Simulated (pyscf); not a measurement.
Thermochemistry of product channels of H₃C–CH₂–CH₃ + H• on the doublet surface, in kcal/mol, from ωB97M-D3(BJ)/def2-TZVP energies (ideal gas, 1 atm, RRHO with modes under 100 cm⁻¹ raised to 100, one conformer, R ln 2 for chiral ones without a mode under 150 cm⁻¹). Structures and frequencies: ωB97X-D3(BJ)/def2-SVP in PySCF.

```json
[
 {"products": "H₃C–CH•–CH₃ + H₂", "ΔE": "-2.9", "ΔH(298 K)": "-5.4", "ΔG(900 K)": "-15.2", "ΔG(1200 K)": "-18.6"},
 {"products": "CH₄ + •H₂C–CH₃", "ΔE": "(withheld)", "ΔH(298 K)": "-15.6", "ΔG(900 K)": "-27.9", "ΔG(1200 K)": "-31.4"}
]
```

Problem. What belongs in the gaps?

Solution. 
- CH₄ + •H₂C–CH₃, ΔE: -16.4

These are energies of the channels, which say nothing of barriers.
